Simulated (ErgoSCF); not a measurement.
# One shape, several levels: BClF (SMILES F[B]Cl)

Aim: a comparison of 5 runs (UHF/STO-3G, UHF/3-21G, UHF/def2-SVP, UB3LYP/6-31G*, UPBE0/def2-SVP) of BClF. 

Program for the calculation: ErgoSCF 3.8.

2 further runs of the same task are left out: 2 set aside as unsound or not needed.

## Step 1: The molecule

The species is BClF (3 atoms), meant as a doublet with charge 0. As SMILES, `F[B]Cl`. The coordinates come from a GFN2-xTB relaxation.

Bond lengths: F1–B2 1.321 Å, B2–Cl3 1.698 Å. Angles: F1–B2–Cl3 118.2°.

## Step 2: A single-point energy at UHF/STO-3G (run 1)

Contents of input.xyz:

```xyz
3

F      0.525930     1.064250     0.395700
B     -0.391190     0.306940    -0.178100
Cl    -0.134740    -1.371190    -0.217610
```

Contents of input.ego:

```
set_nthreads("env")
molecule "input.xyz"
basis = "STO-3G"
scf.output_mulliken_pop = 1
tmpdir = "."
spin_polarization = 1
scf.max_number_of_iterations = 120
scf.use_diagonalization = 1
run "HF"
```

The basis set STO-3G is read from a file made from the Basis Set Exchange's data (not shown).

Started as:

```bash
ergo input.ego
```

Log:

```text
[...]
INSC SCF_general constructor, number of basis functions: 19
[...]
INSC Energy   1 =       -536.45186157384
[...]
INDE E_LUMO =          0.24317534126
[...]
INSC Energy  13 =       -577.00679369823  ( diff     -0.000000000007276 )
[...]
RESC CONVERGED after  13 iterations.
RESC FINAL ENERGY:       -577.00679369823
RESC FINAL <S2> =          0.75387526255
[...]
INSC SCF: dipole_moment_x [atomic units] =      -0.19697294
INSC SCF: dipole_moment_y [atomic units] =       0.58556827
INSC SCF: dipole_moment_z [atomic units] =      -0.04407215
[...]
```

Run time: 0.86 s. Hardware: 1 thread of Intel Xeon 6975P-C (Granite Rapids), shared host; peak memory 0.26 GiB.

## Step 3: A single-point energy at UHF/3-21G (run 2)

Contents of ergo.in:

```
set_nthreads(1)
molecule_inline Angstrom
F      0.525930     1.064250     0.395700
B     -0.391190     0.306940    -0.178100
Cl    -0.134740    -1.371190    -0.217610
EOF
spin_polarization = 1
tmpdir = "."
basis = "3-21G"
scf.max_number_of_iterations = 120
scf.use_diagonalization = 1
scf.output_mulliken_pop = 1
run "HF"
```

The basis set 3-21G is read from a file made from the Basis Set Exchange's data (not shown).

Started as:

```bash
ergo < ergo.in
```

Log:

```text
[...]
INSC SCF_general constructor, number of basis functions: 31
[...]
INSC Energy   1 =       -399.32319218280
[...]
INDE E_LUMO =          0.07186486004
[...]
INSC Energy  18 =       -580.77063667215  ( diff     -0.000000000007617 )
[...]
RESC CONVERGED after  18 iterations.
RESC FINAL ENERGY:       -580.77063667215
RESC FINAL <S2> =          0.75329772310
[...]
INSC SCF: dipole_moment_x [atomic units] =      -0.27820632
INSC SCF: dipole_moment_y [atomic units] =       0.29242878
INSC SCF: dipole_moment_z [atomic units] =      -0.11881443
[...]
```

Run time: 1.4 s. Hardware: 1 thread of Intel Xeon 6975P-C (Granite Rapids), shared host; peak memory 0.26 GiB.

Runs 3 to 4 aren't shown in full; the table further down has their settings and results.

## Step 4: A single-point energy at UPBE0/def2-SVP (run 5)

Contents of molecule.xyz:

```xyz
3

F      0.525930     1.064250     0.395700
B     -0.391190     0.306940    -0.178100
Cl    -0.134740    -1.371190    -0.217610
```

Contents of ergo.in:

```
set_nthreads(1)
molecule "molecule.xyz"
scf.output_mulliken_pop = 1
basis = "def2-SVP"
spin_polarization = 1
tmpdir = "."
scf.use_diagonalization = 1
XC.radint = 1e-11
XC.angint = 41
XC.sparse_mode = 0
scf.max_number_of_iterations = 120
run "PBE0"
```

The basis set def2-SVP is read from a file made from the Basis Set Exchange's data (not shown).

Started as:

```bash
ergo < ergo.in
```

Log:

```text
[...]
INDF Weighted mixed functional:
[...]
INSC Energy   1 =       -310.25069707312
[...]
INDE E_LUMO =         -0.07297177833
[...]
INSC Energy  18 =       -584.38748790998  ( diff     -0.000000000002956 )
[...]
RESC CONVERGED after  18 iterations.
RESC FINAL ENERGY:       -584.38748790998
RESC FINAL <S2> =          0.75222839511
[...]
INSC SCF: dipole_moment_x [atomic units] =      -0.04964224
INSC SCF: dipole_moment_y [atomic units] =      -0.11690108
INSC SCF: dipole_moment_z [atomic units] =      -0.03909039
[...]
```

It took 9.6 s on 1 thread of Intel Xeon 6975P-C (Granite Rapids), shared host; peak memory 0.26 GiB.

## Step 5: All runs side by side

```csv
run,level,integration grid,radint,energy (Eh),dipole moment (D),⟨S²⟩,wall time
1,UHF/STO-3G,–,–,-577.006794,1.57,0.754,0.86 s
2,UHF/3-21G,–,–,-580.770637,1.07,0.753,1.4 s
3,UHF/def2-SVP,–,–,-583.411569,0.63,0.753,6 s
4,UB3LYP/6-31G* (spherical functions),Turbo,1e-11,-584.895729,0.21,0.752,10 s
5,UPBE0/def2-SVP,Turbo,1e-11,-584.387488,0.34,0.752,9.6 s
```

## Step 6: Results

| quantity | value |
| --- | --- |
| run 5: total energy | -584.38749 Eh |
| run 5: dipole moment | 0.34 D |
| run 5: ⟨S²⟩ | 0.752 |

The dipole moment (its size) runs from 0.21 D (UB3LYP/6-31G*) to 1.57 D (UHF/STO-3G). The two ends differ in method and basis. Totals of different functionals can't be ranked against each other. In run 1 the basis is minimal, so the values are rough. All runs together took 28 s, the longest 10 s.
